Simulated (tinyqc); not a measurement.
Extended Hueckel theory, for BH, step by step. Computed by tinyqc, a small Python program that keeps every step (integrals from PySCF). Settings: charge = 0, K = 1.75, multiplicity = 1. Command: `OMP_NUM_THREADS=1 python tinyqc.py 31006 31007 out.jsonl` (the two numbers bound the seeds that draw the settings). One thread of a shared host (Intel(R) Xeon(R) Processor @ 2.60GHz), about 0.01 s of CPU time with the checks.

## Overlaps

Geometry (angstrom):
```
atom        x        y        z
B     0.00000  0.00000  0.00000
H     0.00000  0.00000  1.46400
```

Parameters chosen for this run:
```
element  shell  Slater exponent  H_ii (eV)
H           1s          1.30000  -13.60000
B           2s          1.30000  -15.20000
B           2p          1.30000   -8.50000
```

Slater orbitals, each expanded in six Gaussians scaled to its exponent.

overlap S, order 1B 2s, 1B 2px, 1B 2py, 1B 2pz, 2H 1s:
$$\begin{pmatrix}
1.00000 & 0.00000 & 0.00000 & 0.00000 & 0.36839 \\
0.00000 & 1.00000 & 0.00000 & 0.00000 & 0.00000 \\
0.00000 & 0.00000 & 1.00000 & 0.00000 & 0.00000 \\
0.00000 & 0.00000 & 0.00000 & 1.00000 & 0.43923 \\
0.36839 & 0.00000 & 0.00000 & 0.43923 & 1.00000
\end{pmatrix}$$

## Wolfsberg-Helmholz matrix

diagonal H_ii (eV): 1B 2s -15.20000, 1B 2px -8.50000, 1B 2py -8.50000, 1B 2pz -8.50000, 2H 1s -13.60000

K = 1.75000

H_ij = K' S_ij (H_ii + H_jj)/2 for i != j (the diagonal keeps H_ii), with K' = 1.75.

H (eV), order 1B 2s, 1B 2px, 1B 2py, 1B 2pz, 2H 1s:
$$\begin{pmatrix}
-15.20000 & 0.00000 & 0.00000 & 0.00000 & -9.28344 \\
0.00000 & -8.50000 & 0.00000 & 0.00000 & 0.00000 \\
0.00000 & 0.00000 & -8.50000 & 0.00000 & 0.00000 \\
0.00000 & 0.00000 & 0.00000 & -8.50000 & -8.49364 \\
-9.28344 & 0.00000 & 0.00000 & -8.49364 & -13.60000
\end{pmatrix}$$

## Orbitals

valence electrons = 4

Solve H C = S C e through S^(-1/2); fill by pairs from the bottom, a degenerate level sharing its electrons equally; each orbital has its largest coefficient positive (the first on a tie).

orbital energies (eV): [-17.40918, -11.30626, -8.50000, -8.50000, 0.54475]

occupations: [2.00000, 2.00000, 0.00000, 0.00000, 0.00000]

coefficients, order 1B 2s, 1B 2px, 1B 2py, 1B 2pz, 2H 1s:
$$\begin{pmatrix}
0.67200 & 0.62357 & 0.00000 & 0.00000 & -0.60144 \\
0.00000 & 0.00000 & 0.92029 & -0.39123 & 0.00000 \\
0.00000 & 0.00000 & 0.39123 & 0.92029 & 0.00000 \\
0.04917 & -0.59631 & 0.00000 & 0.00000 & -0.96403 \\
0.51726 & -0.47438 & 0.00000 & 0.00000 & 0.99846
\end{pmatrix}$$

sum of one-electron energies = -57.43088 eV

Within a degenerate level the vectors are fixed only up to a rotation; this is one choice.

## Mulliken analysis

P = C n C^T; charge = valence electrons (H 1, B 3) minus the sum of (P S)_ii on the atom; overlap population = 2 sum P_ij S_ij between two atoms.

charges: 1B 0.29417, 2H -0.29417

Overlap populations:
```
pair     value
2-1   0.617995
```
